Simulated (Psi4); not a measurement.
# BH3 (SMILES [H]B([H])[H]): a chain of runs

Aim: a geometry optimisation (wB97X-D/6-31G*), then the harmonic vibrations, then a single-point energy (MP2/def2-TZVPP) of BH3. 

Program for the calculation: Psi4 1.11.

### Step 1. The molecule

The species is BH3 (4 atoms), meant as a singlet with charge 0. SMILES: `[H]B([H])[H]`. The coordinates come from a GFN2-xTB relaxation. The run starts from this shape.

Bond lengths: B1–H2 1.164 Å, B1–H3 1.165 Å, B1–H4 1.165 Å. Angles: H2–B1–H3 120.0°, H2–B1–H4 120.0°, H3–B1–H4 120.0°.

### Step 2. A geometry optimisation at wB97X-D/6-31G(d) (density fitting, Cartesian functions) (run 1)

bh3.py

```python
import psi4

psi4.set_memory(1600000000)
psi4.set_num_threads(1)
psi4.core.set_output_file('output.dat', False)

geom = psi4.geometry("""
0 1
B      0.000060     0.000030    -0.001400
H      1.163870    -0.030320     0.015280
H     -0.555340     1.023410    -0.018650
H     -0.608600    -0.993120     0.004770
units angstrom
symmetry c1
""")

psi4.set_options({
    'geom_maxiter': 60,
})

result, w = psi4.optimize("wb97x-d/6-31G*", return_wfn=True)
print('E =', round(result, 9))
print(geom.to_string(dtype='xyz', units='Angstrom'))
```

On the command line:

```console
python bh3.py
```

output.dat:

```text
[...]
  Running in c1 symmetry.
[...]
  Nuclear repulsion =    7.603081907704702
[...]
  Multiplicity = 1
[...]
  Nalpha       = 4
  Nbeta        = 4
[...]
    Number of basis functions: 21
[...]
   @DF-RKS iter   1:   -26.59171826698744   -5.96571e-01   4.03758e-03 DIIS/ADIIS
[...]
   @DF-RKS iter   5:   -26.59840537493469   -1.89004e-12   7.42053e-09 DIIS
[...]
    Orbital Energies [Eh]
    ---------------------
    Doubly Occupied:
       1A     -6.876116     2A     -0.603806     3A     -0.433471
       4A     -0.433459
[...]
  @DF-RKS Final Energy:   -26.59840537493469
   => Energetics <=
    Nuclear Repulsion Energy =              7.4037995844758546
    One-Electron Energy =                 -49.0517843278513794
    Two-Electron Energy =                  18.4168763886238160
    DFT Exchange-Correlation Energy =      -3.3668842756011959
    Empirical Dispersion Energy =          -0.0004127445817888
    VV10 Nonlocal Energy =                  0.0000000000000000
    Total Energy =                        -26.5984053749346927
[...]
 Multipole Moments:
 ------------------------------------------------------------------------------------
     Multipole            Electronic (a.u.)      Nuclear  (a.u.)        Total (a.u.)
 ------------------------------------------------------------------------------------
 L = 1.  Multiply by 2.5417464519 to convert [e a0] to [Debye]
 Dipole X            :         -0.0000419           -0.0000517           -0.0000936
 Dipole Y            :         -0.0000287            0.0000375            0.0000088
 Dipole Z            :         -0.0000124            0.0000077           -0.0000047
 Magnitude           :                                                    0.0000942
[...]
  -Total Gradient:
     Atom            X                  Y                   Z
    ------   -----------------  -----------------  -----------------
       1        0.000011696125    -0.000066805364     0.000000125842
       2        0.000006879284    -0.000011478779     0.000000495772
       3       -0.000027132487     0.000006956670    -0.000000148857
       4        0.000002142897     0.000005529688     0.000000234104
[...]
    Final optimized geometry and variables:
    Molecular point group: c1
    Full point group: C1
    Geometry (in Angstrom), charge = 0, multiplicity = 1:
    B            0.000004618981    -0.000003349038    -0.000000688024
    H            1.195395267959    -0.031273060298     0.015216923996
    H           -0.570514077975     1.050895287780    -0.019630868453
    H           -0.624931646925    -1.019585643177     0.004421460307
[...]
```

Standard output:

```text
Some dependencies such as QCElemental have not yet finished migration to pydantic v2. If issues are encountered please downgrade pydantic or upgrade QCElemental as appropriate
	Energy has increased in a minimization.
	Energy ratio indicates iffy step.
	Intrafrag trust radius decreased to   0.25.
	Previous geometry is closer to target in internal coordinates, so using that one.

	Best geometry has RMS(Delta(q)) = 1.76e-05

Optimizer: Optimization complete!
E = -26.598405375
4
0 1 BH3
B                     0.000004618981    -0.000003349038    -0.000000688024
H                     1.195395267959    -0.031273060298     0.015216923996
H                    -0.570514077975     1.050895287780    -0.019630868453
H                    -0.624931646925    -1.019585643177     0.004421460307
```

Wall time 11 s (1 thread of Intel Xeon at 2.60GHz (Ice Lake), shared host); peak memory 0.29 GiB.

Steps, from the record of the run:

```csv
step,energy from the first frame kept (eV),largest force (eV/Å)
0,0.0000,0.8471
1,-0.0381,0.1071
2,0.0520,1.4607
3,-0.0130,0.7691
4,-0.0384,0.0579
5,-0.0386,0.0035
```

After the run. Bond lengths: B1–H2 1.196 Å, B1–H3 1.196 Å, B1–H4 1.196 Å. Angles: H2–B1–H3 120.0°, H2–B1–H4 120.0°, H3–B1–H4 120.0°.

### Step 3. The harmonic vibrations at wB97X-D/6-31G(d) (density fitting, Cartesian functions) (run 2)

calc.in

```
memory 1.6 GB

molecule molecule1 {
  0 1
  B      0.000047     0.000018    -0.000998
  H      1.195437    -0.031252     0.014219
  H     -0.570472     1.050917    -0.020629
  H     -0.624890    -1.019564     0.003424
  units angstrom
}

set basis 6-31G*
set t 298.15
set rotational_symmetry_number 6

frequency("wb97x-d")
```

On the command line:

```console
psi4 calc.in calc.out -n 1
```

calc.out:

```text
[...]
  Running in c1 symmetry.
[...]
  Nuclear repulsion =    7.403799666026813
[...]
  Multiplicity = 1
[...]
  Nalpha       = 4
  Nbeta        = 4
[...]
    Number of basis functions: 21
[...]
   @DF-RKS iter   1:   -26.59408405824166   -6.17972e-01   3.61301e-03 DIIS/ADIIS
[...]
   @DF-RKS iter   7:   -26.59840389431730   -3.04468e-12   9.71965e-09 DIIS
[...]
    Orbital Energies [Eh]
    ---------------------
    Doubly Occupied:
       1A     -6.876117     2A     -0.603809     3A     -0.433474
       4A     -0.433460
[...]
  @DF-RKS Final Energy:   -26.59840389431730
   => Energetics <=
    Nuclear Repulsion Energy =              7.4038710234394811
    One-Electron Energy =                 -49.0519072756378023
    Two-Electron Energy =                  18.4169346211275986
    DFT Exchange-Correlation Energy =      -3.3668895331315065
    Empirical Dispersion Energy =          -0.0004127301150684
    VV10 Nonlocal Energy =                  0.0000000000000000
    Total Energy =                        -26.5984038943173005
[...]
 Multipole Moments:
 ------------------------------------------------------------------------------------
     Multipole            Electronic (a.u.)      Nuclear  (a.u.)        Total (a.u.)
 ------------------------------------------------------------------------------------
 L = 1.  Multiply by 2.5417464519 to convert [e a0] to [Debye]
 Dipole X            :         -0.0000093           -0.0000531           -0.0000624
 Dipole Y            :         -0.0000157            0.0000378            0.0000221
 Dipole Z            :         -0.0000103            0.0000064           -0.0000039
 Magnitude           :                                                    0.0000663
[...]
  -Total Gradient:
     Atom            X                  Y                   Z
    ------   -----------------  -----------------  -----------------
       1       -0.000044280541    -0.000045368998    -0.000000786782
       2        0.000002354140    -0.000001996959     0.000000281486
       3       -0.000032782940    -0.000008850113    -0.000000085973
       4       -0.000011035349     0.000013864621    -0.000000047805
[...]
  ==> Harmonic Vibrational Analysis <==
[...]
  Freq [cm^-1]                1149.8499           1206.8599           1213.5024
[...]
  IR activ [km/mol]            98.6751             15.8841             14.9768
[...]
  Freq [cm^-1]                2591.1668           2726.9367           2727.2225
[...]
  IR activ [km/mol]             0.0004             135.8172            138.5861
[...]
  Total E_0, Enthalpy at 0 [K]                                                          -26.57194320 [Eh]
[...]
  Total H, Enthalpy at  298.15 [K]                                                      -26.56811372 [Eh]
[...]
  Total G, Gibbs energy at  298.15 [K]                                                  -26.58950335 [Eh]
[...]
```

It took 30 s on 1 thread of Intel Xeon at 2.60GHz (Ice Lake), shared host; peak memory 0.28 GiB.

### Step 4. A single-point energy at MP2/def2-TZVPP (density fitting, density fitting for correlation) (run 3)

calc.py

```python
import psi4

psi4.set_memory('1600 MB')
psi4.set_num_threads(1)
psi4.set_output_file('output.dat', False)

m = psi4.geometry("""
0 1
B      0.000047     0.000018    -0.000998
H      1.195437    -0.031252     0.014219
H     -0.570472     1.050917    -0.020629
H     -0.624890    -1.019564     0.003424
""")

options = {'basis': 'def2-TZVPP', 'num_frozen_docc': 1}
psi4.set_options(options)

result, w = psi4.energy("mp2", return_wfn=True)
print(f'mp2 energy: {result:.10f} Eh')
```

On the command line:

```console
python calc.py
```

output.dat:

```text
[...]
  Running in c1 symmetry.
[...]
  Nuclear repulsion =    7.403799666026813
[...]
  Multiplicity = 1
[...]
  Nalpha       = 4
  Nbeta        = 4
[...]
    Number of basis functions: 73
[...]
   @DF-RHF iter   1:   -26.39317084660831   -7.31365e-01   1.19187e-03 DIIS/ADIIS
[...]
   @DF-RHF iter   7:   -26.40060527780824   -2.18670e-11   7.52109e-09 DIIS
[...]
    Orbital Energies [Eh]
    ---------------------
    Doubly Occupied:
       1A     -7.613542     2A     -0.702925     3A     -0.497389
       4A     -0.497375
[...]
  @DF-RHF Final Energy:   -26.40060527780824
   => Energetics <=
    Nuclear Repulsion Energy =              7.4037996660268135
    One-Electron Energy =                 -48.9863485806078955
    Two-Electron Energy =                  15.1819436367728393
    Total Energy =                        -26.4006052778082427
[...]
 Multipole Moments:
 ------------------------------------------------------------------------------------
     Multipole            Electronic (a.u.)      Nuclear  (a.u.)        Total (a.u.)
 ------------------------------------------------------------------------------------
 L = 1.  Multiply by 2.5417464519 to convert [e a0] to [Debye]
 Dipole X            :          0.0000701           -0.0000531            0.0000170
 Dipole Y            :         -0.0000693            0.0000378           -0.0000315
 Dipole Z            :         -0.0000088            0.0000064           -0.0000023
 Magnitude           :                                                    0.0000359
[...]
```

On the terminal:

```text
mp2 energy: -26.5138410846 Eh
```

Wall time 1.7 s (1 thread of Intel Xeon at 2.60GHz (Ice Lake), shared host); peak memory 0.2 GiB.

### Step 5. Summary of results

| quantity | value |
| --- | --- |
| run 1, wB97X-D/6-31G*: total energy at the end | -26.59841 Eh |
| run 1, wB97X-D/6-31G*: dipole moment | 0.00 D |
| run 1, wB97X-D/6-31G*: HOMO energy | -11.80 eV |
| run 1, wB97X-D/6-31G*: LUMO energy | 0.49 eV |
| run 1, wB97X-D/6-31G*: HOMO–LUMO gap | 12.28 eV |
| run 1, wB97X-D/6-31G*: dispersion energy | -1.08 kJ/mol |
| run 2, wB97X-D/6-31G*: lowest harmonic wavenumber | 1150 cm⁻¹ |
| run 2, wB97X-D/6-31G*: highest harmonic wavenumber | 2727 cm⁻¹ |
| run 2, wB97X-D/6-31G*: zero-point energy | 69.5 kJ/mol |
| run 2, wB97X-D/6-31G*: ideal-gas entropy at 298.15 K (symmetry number 6 as used) | 45.0 cal/(mol K) |
| run 3, MP2/def2-TZVPP: total energy | -26.51384 Eh |
| run 3, MP2/def2-TZVPP: HOMO energy (Hartree–Fock orbitals) | -13.53 eV |
| run 3, MP2/def2-TZVPP: LUMO energy (Hartree–Fock orbitals) | 1.47 eV |
| run 3, MP2/def2-TZVPP: HOMO–LUMO gap (Hartree–Fock orbitals) | 15.00 eV |
| run 3, MP2/def2-TZVPP: correlation energy (1 core orbital frozen) | -113.2 mEh |

The optimisation (run 1, wB97X-D/6-31G*) took 6 steps and changed the energy by -0.039 eV. All 6 modes (run 2, wB97X-D/6-31G*) are real, so the shape is a minimum at this level.
